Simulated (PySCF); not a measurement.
# BO: from the state search to spectroscopic constants

An exercise on one series of results from a longer session: the logs are not shown, and one member is left open.

Program: PySCF 2.14.0. Level of theory: B cc-pVTZ, O cc-pVTZ, no relativity. These are calculated values, not measurements.

The first run:

The job is set up so:

```
atoms                         : B, O
charge                        : 0
basis                         : B cc-pVTZ, O cc-pVTZ
Hamiltonian                   : no relativity
basis functions               : 60
electrons treated             : 13
masses in u                   : 11.0093, 15.9949
levels                        : PBE0, PBE, r²SCAN, r²SCAN0, B97-3, M06-2X, HSE06, HF, MP2, SCS-MP2, CCSD, CCSD(T)
grid                          : 80 radial by 434 angular points
occupations                   : held fixed by the projection of orbital angular momentum
dissociation limit            : B + O, each in its ground configuration
starting distance in angstrom : 1.415
values of 2S to try           : 1, 3
```

Started as:

```sh
$ OMP_NUM_THREADS=1 python dia.py task.json out
```

Steps of the session up to this table: The job; The PBE0 curve of the state that the search chose; Other states along the same grid; PBE (GGA); r²SCAN (meta-GGA); r²SCAN0 (hybrid meta-GGA); B97-3 (global hybrid GGA); M06-2X; HSE06 (range-separated hybrid); UHF; Correlated methods on the Hartree–Fock reference.

One of the session's tables, all rows but one given; the rest of the session is left out.

Energy (eV) from each level's lowest point:

```
R (Å)    UHF  UHF-MP2  UHF-SCS-MP2  UHF-CCSD  UHF-CCSD(T)
1.035  1.554    2.021        1.975       n/a          n/a
1.083  0.627    0.962        0.927     0.890        0.959
1.131  0.141    0.340        0.318     0.297        0.340
1.167  0.000    0.095        0.083     0.074        0.096
1.203  0.008    0.000        0.000     0.000        0.000
1.239  0.136    0.026        0.039     0.045        0.022
1.287      ?        ?            ?         ?            ?
1.347  1.001    0.624        0.691     0.669        0.573
1.419  1.812    1.321        1.439     1.329        1.189
1.516  3.008    2.549        2.776       n/a          n/a
```

**Question.** Estimate the row for R (Å) = 1.287.

Worked estimate for «UHF». A straight line through the neighbours (1.239, 0.136) and (1.347, 1.001) gives 0.136 + (1.001 − 0.136) × (1.287 − 1.239) / (1.347 − 1.239) = 0.520; a parabola fitted to 4 rows on both sides gives 0.465.

The run gave: UHF: 0.448; UHF-MP2: 0.210; UHF-SCS-MP2: 0.244; UHF-CCSD: 0.248; UHF-CCSD(T): 0.193. In «UHF» the line misses by +0.072 and the parabola by +0.017.
